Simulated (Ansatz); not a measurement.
A nudged elastic band was laid between two geometries of C₂H₇B (10 atoms, charge 0, multiplicity 1).

All numbers below come from Ansatz 0.2.0, UKS PBE0-D4/6-31G*.

* movable images: 5
* climbing image: yes
* spring: 5.0 eV/Å²
* optimiser: quadratic models (default)
* start path: through a guess of the saddle point
* force threshold: 0.2 eV/Å
* iteration limit: 60
* end points: relaxed

Image 0:

```xyz
10
Properties=species:S:1:pos:R:3
C -0.947 0.838 -0.581
B 0.098 -0.317 -0.434
C 0.902 -0.646 0.868
H -1.917 0.419 -0.888
H -0.659 1.497 -1.414
H -1.100 1.452 0.313
H 0.303 -1.008 -1.403
H 0.744 -1.696 1.152
H 0.678 -0.011 1.732
H 1.980 -0.579 0.657
```

Image 6:

```xyz
10
Properties=species:S:1:pos:R:3
C -0.884 0.875 -0.605
B 0.109 -0.327 -0.457
C 0.842 -0.691 0.877
H -1.897 0.437 -0.618
H -0.788 1.399 -1.563
H -0.860 1.600 0.215
H 0.318 -1.014 -1.426
H 0.898 -1.771 1.055
H 0.455 -0.192 1.771
H 1.890 -0.367 0.754
```

(1) What changes between the two ends?

(2) What energy profile does the band end with?

(3) What is the geometry of the highest image?

Results:

(1) No bond is made or broken.

(2) The run converged. The highest image is number 3 of 0 to 6, 0.003 eV above the first end and 0.006 eV above the last; the last end lies 0.002 eV below the first. The threshold of 0.2 eV/Å is loose, so the images may lie well off the minimum-energy path. The top lies less than 8 meV above the higher end, about what the thresholds resolve: that end is a shoulder or a very shallow well. Another band between the same ends (5 images) ends at a top of the same energy, where a vibrational analysis finds no clearly imaginary modes.

| image | path coordinate (Å) | energy (eV) |
| --- | --- | --- |
| 0 | 0.00 | 0.000 |
| 1 | 0.34 | 0.000 |
| 2 | 0.67 | 0.003 |
| 3 | 1.00 | 0.003 |
| 4 | 1.27 | 0.002 |
| 5 | 1.54 | -0.001 |
| 6 | 1.81 | -0.002 |

(3) 
```xyz
10
Properties=species:S:1:pos:R:3
C -0.934 0.850 -0.572
B 0.192 -0.234 -0.486
C 0.898 -0.658 0.846
H -1.892 0.305 -0.582
H -0.919 1.418 -1.510
H -0.970 1.543 0.275
H 0.495 -0.822 -1.496
H 0.528 -1.665 1.099
H 0.703 -0.007 1.705
H 1.981 -0.782 0.723
```

Run time: 63 s on 1 thread of Intel(R) Xeon(R) 6975P-C (Granite Rapids), on a shared host, peak memory 0.15 GiB.
